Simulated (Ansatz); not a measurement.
A made-up structure of CH7Si2 (charge +1), singlet:

| atom | x (Å) | y (Å) | z (Å) |
| --- | --- | --- | --- |
| C1 | -0.3157 | -0.7080 | -0.1396 |
| Si2 | -1.1440 | 0.7741 | -0.8747 |
| Si3 | 1.5534 | -0.1490 | 1.1847 |
| H4 | -2.1667 | 0.3186 | -1.7483 |
| H5 | -0.2364 | 1.5616 | -1.6313 |
| H6 | -1.7471 | 1.5821 | 0.1252 |
| H7 | 0.2497 | -1.3066 | -0.8071 |
| H8 | -0.8778 | -1.3191 | 0.5194 |
| H9 | 2.1938 | -1.1209 | 2.1017 |
| H10 | 2.3188 | 1.1197 | 1.1367 |

It is relaxed with PBE-D4/def2-SVP and then PBE0-D4/def2-TZVP (Ansatz 0.2.0). Atoms count as bonded within 1.22 times the sum of their covalent radii (H–H: 0.88 Å). The end point is not checked to be a true minimum.

Question: Does its bonding change? (A judgement: the text doesn't fix the answer.)

Answer: Computed: Yes. Formed: C1–Si3; broken: none.

Where it ends: The first stage lowers the energy by 1.88 eV in 15 steps. It ends as CH₇Si₂ ([SiH2][CH2][SiH3]), total charge +1:
```
atom    x (Å)    y (Å)    z (Å)
  C1   0.0632  -0.7643  -0.1832
 Si2  -1.0776   0.7740  -0.6444
 Si3   1.3076  -0.1843   0.9415
  H4  -2.1083   0.1897  -1.5243
  H5  -0.2135   1.7668  -1.3189
  H6  -1.6212   1.3090   0.6238
  H7   0.4678  -1.1132  -1.1372
  H8  -0.6156  -1.4948   0.2655
  H9   1.0608  -0.1375   2.3934
 H10   2.5647   0.4071   0.4504
```

Labels in which every atom is bracketed show which atoms are joined, not bond orders.

For scale, one of the runs: PBE0-D4/def2-TZVP relaxation, 147 basis functions, launched by `ansatz run in.yaml --threads 2 --pin off --events-out ev --progress --plain --max-ram 4352MiB`. The run took about 41 s on 2 CPU threads of an Intel Xeon Platinum 8175M (shared host).
